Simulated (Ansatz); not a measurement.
Worked example: the interaction energy

The pair of HF (SMILES F, atoms 1–2) and F₂ (SMILES FF, atoms 3–4), both closed shells, in one local arrangement (a lower one may exist), relaxed at PBE0-D4/def2-TZVP:

```
4
angstrom
F 0.2152 0.1461 -1.8438
H -0.0017 -0.0309 -0.9660
F 0.3066 0.3415 1.7837
F -0.5200 -0.4566 1.0261
```

Both fragments are computed in the basis of the whole pair.

Computed with Ansatz 0.2.0 (basis: def2-TZVPPD and def2-QZVPPD); correlated methods freeze the cores.

Energies in eV:

| quantity | pair | first fragment | second fragment |
| --- | --- | --- | --- |
| Hartree–Fock, triple zeta (X = 3) | -8131.71728 | -2722.93836 | -5408.77673 |
| Hartree–Fock, quadruple zeta (X = 4) | -8132.03769 | -2723.04810 | -5408.98620 |
| MP2 correlation, X = 3 | -21.56999 | -7.44105 | -14.10159 |
| MP2 correlation, X = 4 | -23.47065 | -8.09818 | -15.34208 |
| CCSD(T) correlation, X = 3 | -22.42511 | -7.68059 | -14.71438 |

(1) Work out the interaction energy at the basis limit: extrapolate Hartree–Fock as E(X) = E∞ + A exp(−7.88 √X) and the MP2 correlation as E(X) = E∞ + B X^−2.97 (the exponents that Neese and Valeev fitted for def2-TZVPP and QZVPP, reused here for the diffuse sets), then add CCSD(T) − MP2 in triple zeta.

The T1 diagnostic stays at or below 0.013. The restricted Hartree–Fock reference is unstable towards an unrestricted one at one or more of these structures.

## Answers

(1) Each step is linear, so take the differences first (pair − first fragment − second fragment): Hartree–Fock -0.00219 (X = 3) and -0.00339 (X = 4); MP2 correlation -0.02735 and -0.03039; CCSD(T) correlation -0.03014.
Two points give E∞ = E(4) + w [E(4) − E(3)], with w = 1/(exp(7.88 (2 − √3)) − 1) = 0.1377 for Hartree–Fock and w = 1/((4/3)^2.97 − 1) = 0.7407 for the correlation.
Hartree–Fock: -0.00339 + 0.1377 × (-0.00120) = -0.0036 eV.
MP2 correlation: -0.03039 + 0.7407 × (-0.00304) = -0.0326 eV.
CCSD(T) − MP2: -0.03014 − (-0.02735) = -0.0028 eV.
Sum: -0.0036 + (-0.0326) + (-0.0028) = -0.0390 eV, or -0.90 kcal/mol. Plain CCSD(T) in triple zeta gives -0.0323 eV, so the larger basis shifts the result by -0.0067 eV.

For scale, one of the runs: CCSD(T)/def2-TZVPPD, 137 basis functions, launched by `ansatz run in.yaml --threads 2 --pin off --events-out ev --progress --plain --max-ram 5222MiB`. Time: 6 s of wall clock on 2 CPU threads of an Intel Xeon 6975P-C; the host was shared. Peak host memory: 0.9 GiB.
